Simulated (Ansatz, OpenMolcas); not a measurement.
## From OpenMolcas to Ansatz

OpenMolcas 26.06 runs this on Si2H5Cl (SMILES [SiH3][SiH2]Cl):

run.inp:
```
&GATEWAY
  BasLib
  $CurrDir
  BasisSet
  Si.cc-pVDZ....
  Si1 -0.706500 0.881800 -0.390300 angstrom
  Si2 0.573400 -0.938800 0.325900 angstrom
  End of Basis
  BasisSet
  Cl.cc-pVDZ....
  Cl3 2.431600 -0.252900 0.908000 angstrom
  End of Basis
  BasisSet
  H.cc-pVDZ....
  H4 -2.053000 0.410100 -0.813000 angstrom
  H5 -0.034300 1.540700 -1.540000 angstrom
  H6 -0.854500 1.855700 0.722100 angstrom
  H7 -0.041800 -1.622800 1.491400 angstrom
  H8 0.777200 -1.930900 -0.759900 angstrom
  End of Basis

&SEWARD

&SCF
  Thresholds
  1e-10 1e-07 1e-07 1e-05
  PrOrbitals
  1 1

&MBPT2
  Frozen
  15
```

```bash
$ export MOLCAS_MEM=1860
$ pymolcas run.inp > run.log
```

(Basis files named in the input come from the Basis Set Exchange and aren't shown.)

The coordinates come from a PBE0-D4/def2-TZVP relaxation.

It gives a total energy of -1040.654518 Eh.

Task: How is this level of theory, on these atoms, set up in Ansatz 0.2.0 as an input file of the program's own?

Result: For example:

job.yaml:
```yaml
crystal:
  periodic: [false, false, false]
  atoms:
    - {symbol: Si, position_ang: [-0.706500, 0.881800, -0.390300]}
    - {symbol: Si, position_ang: [0.573400, -0.938800, 0.325900]}
    - {symbol: Cl, position_ang: [2.431600, -0.252900, 0.908000]}
    - {symbol: H, position_ang: [-2.053000, 0.410100, -0.813000]}
    - {symbol: H, position_ang: [-0.034300, 1.540700, -1.540000]}
    - {symbol: H, position_ang: [-0.854500, 1.855700, 0.722100]}
    - {symbol: H, position_ang: [-0.041800, -1.622800, 1.491400]}
    - {symbol: H, position_ang: [0.777200, -1.930900, -0.759900]}
basis:
  gaussian:
    orbitals: cc-pVDZ
total_charge: 0
correlation:
  method: mp2
  frozen_orbitals: {Cl: 5, H: 0, Si: 5}
accuracy: high
```

```bash
$ ansatz run job.yaml --threads 1 --pin off --max-ram 3480MiB --events-out events.jsonl --progress --plain --runs-dir runs
```

Its energy is -1040.654518 Eh, the same as the first but for the last digit, at most.
